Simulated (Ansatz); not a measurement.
Basis sets over 5 cases of the optimised length of bonds between heavy atoms at HF with Ansatz (Al to Cl present), each against its own reference: (a) the value in def2-QZVPPD; (b) the value in pcseg-3; (c) the value in pcseg-4 (pcseg sets are built for DFT). By their distance from other large sets or by the extrapolation step the references are unsure by up to roughly 0.0008 Å. Each level at its own minimum; unrestricted open shells; no added dispersion term; no relativity. Cartesian d functions in some cases of 6-31G*, 6-31G**. (X+d) sets on Al to Cl for cc-pVXZ and aug-cc-pVXZ. 

Cases are drawn at random; left out are references unsure by over 0.0017 Å, doubtful singlets, and cases whose largest runs show a restricted determinant unstable towards unrestricted orbitals, <S^2> over 0.1 too high or, where CCSD(T) ran, T1 over 0.025 (0.045 for open shells). Sets are drawn from those converged to one state in every case.

Cases (SMILES) and reference values:
- Cl[CH2] (CH2-Cl), doublet, one C-Cl bond length: 1.7038 Å (a)
- [S+]#[C-] (C-S), one C-S bond length: 1.5095 Å (c)
- [P]=O (O-P), doublet, one P-O bond length: 1.4356 Å (c)
- ClCl (Cl2), one Cl-Cl bond length: 1.9726 Å (c)
- ClC (CH3-Cl), one C-Cl bond length: 1.7811 Å (b)

| basis | functions over def2-SVP (largest species, mean of cases) | mean signed deviation (Å) | mean absolute | largest | within 0.005 Å |
|---|---|---|---|---|---|
| def2-SV(P) | 0.9 | 0.0169 | 0.0169 | 0.0466 | 2 of 5 |
| 6-31G* | 1.0 | 0.0121 | 0.0121 | 0.0201 | 1 of 5 |
| pcseg-1 | 1.0 | 0.0156 | 0.0156 | 0.0284 | 0 of 5 |
| def2-SVP | 1.0 | 0.0170 | 0.0170 | 0.0466 | 2 of 5 |
| 6-31G** | 1.1 | 0.0121 | 0.0121 | 0.0201 | 1 of 5 |
| def2-SVPD | 1.5 | 0.0204 | 0.0204 | 0.0483 | 0 of 5 |
| aug-cc-pVDZ | 1.7 | 0.0124 | 0.0124 | 0.0203 | 0 of 5 |
| cc-pVTZ | 2.2 | 0.0025 | 0.0025 | 0.0039 | 5 of 5 |
| def2-TZVPP | 2.3 | 0.0025 | 0.0025 | 0.0049 | 5 of 5 |
| jun-cc-pV(T+d)Z | 2.7 | 0.0022 | 0.0022 | 0.0039 | 5 of 5 |
| 6-311++G(3df,3pd) | 2.8 | 0.0008 | 0.0011 | 0.0023 | 5 of 5 |
| def2-TZVPPD | 2.8 | 0.0021 | 0.0021 | 0.0048 | 5 of 5 |
| aug-pcseg-2 | 3.1 | 0.0038 | 0.0038 | 0.0058 | 4 of 5 |
| def2-QZVP | 4.2 | 0.0004 | 0.0005 | 0.0014 | 5 of 5 |

Among the sets for which every case ran a larger relative (same family, alike in diffuse functions, listed or not), the smallest listed that holds all cases within 0.005 Å together with them is cc-pVTZ, at 2.2 times the functions of def2-SVP. Inside, though some case ran no larger relative to test it: 6-311++G(3df,3pd), def2-TZVPPD, def2-QZVP. Largest deviations of relatives not listed, over the cases that ran them: aug-cc-pVTZ 0.0040, aug-cc-pVQZ 0.0014, cc-pV5Z 0.0005, def2-QZVPPD 0.0013, cc-pVQZ 0.0016, def2-QZVPP 0.0014 Å. A case lies within its reference's uncertainty of the window's edge in def2-TZVPP, def2-TZVPPD, aug-pcseg-2. These figures hold for the cases listed.

Ansatz is a first-principles code.
